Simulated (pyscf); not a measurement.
Addition across a multiple bond or ene-type step: O=B–OH + HF → HO–B(OH)–F

Gas phase, singlet surface, charge 0. Bonds broken: F5–H6. Bonds formed: B2–F5, O3–H6. Structures and frequencies: ωB97X-D3(BJ)/def2-SVP in PySCF. MP2 and CC: frozen core, UHF for open shells. ΔMP2 is the change of the MP2 total energy from the triple- to the quadruple-zeta basis.

Transition state (Å):

```xyz
6

O     -0.1257     0.7148    -0.1965
B      0.8708     0.1105     0.4391
O      1.8124     0.0140     1.2729
H     -0.5634     0.1864    -0.8730
F      1.1292    -1.5705    -0.1419
H      1.7800    -1.2050     0.6458
```

One imaginary mode, 1001i cm⁻¹; descent along it reached the two sides named, in the forms told below.

| bond | change | reactant side (Å) | saddle | product side |
|---|---|---|---|---|
| F5–H6 | breaks | 0.939 | 1.085 | 2.416 |
| B2–F5 | forms | 2.529 | 1.797 | 1.351 |
| O3–H6 | forms | 1.896 | 1.371 | 0.963 |

Electronic energies relative to the separated reactants (kJ/mol):

| level | barrier | reaction energy | reverse barrier |
|---|---|---|---|
| ωB97X-D3(BJ)/def2-TZVP | 15.7 | -250.7 | 266.3 |
| PBE/def2-TZVP | 0.1 | -235.4 | 235.5 |
| r²SCAN/def2-TZVP | 0.1 | -256.0 | 256.1 |
| B3LYP-D3(BJ)/def2-TZVP | 18.4 | -240.3 | 258.8 |
| PBE0-D3(BJ)/def2-TZVP | 6.6 | -255.0 | 261.6 |
| M06-2X/def2-TZVP | 12.8 | -260.0 | 272.8 |
| ωB97M-D3(BJ)/def2-TZVP | 14.4 | -246.1 | 260.5 |
| HF/def2-TZVP | 64.1 | -260.9 | 325.1 |
| MP2/def2-QZVPP | 28.4 | -234.1 | 262.5 |
| CCSD/def2-TZVPP | 34.5 | -248.0 | 282.5 |
| CCSD(T)/def2-TZVPP | 27.4 | -243.7 | 271.1 |
| CCSD(T)/def2-TZVPP + ΔMP2(QZVPP) | 29.6 | -241.2 | 270.8 |

With CCSD(T)/def2-TZVPP + ΔMP2(QZVPP) energies and thermal terms (ideal gas, 1 atm, RRHO with modes under 100 cm⁻¹ raised to 100, one conformer, R ln 2 for rigid chiral ones), in kJ/mol:

```json
[
 {"T (K)": "298", "ΔH‡": "25.4", "ΔG‡": "65.9", "ΔH": "-229.0", "ΔG": "-187.0"},
 {"T (K)": "600", "ΔH‡": "23.7", "ΔG‡": "108.0", "ΔH": "-230.0", "ΔG": "-143.7"},
 {"T (K)": "900", "ΔH‡": "24.3", "ΔG‡": "150.0", "ΔH": "-228.2", "ΔG": "-100.8"},
 {"T (K)": "1200", "ΔH‡": "25.9", "ΔG‡": "191.7", "ΔH": "-225.3", "ΔG": "-58.8"}
]
```

On the reactant side the descent ends in a bound adduct, 37.7 kJ/mol under the separated species and 53.4 kJ/mol under the saddle at ωB97X-D3(BJ)/def2-TZVP. This is the saddle that the search found; another between the same sides may lie lower. The CCSD(T) − MP2 part came from Ansatz, without density fitting, on the same reference.
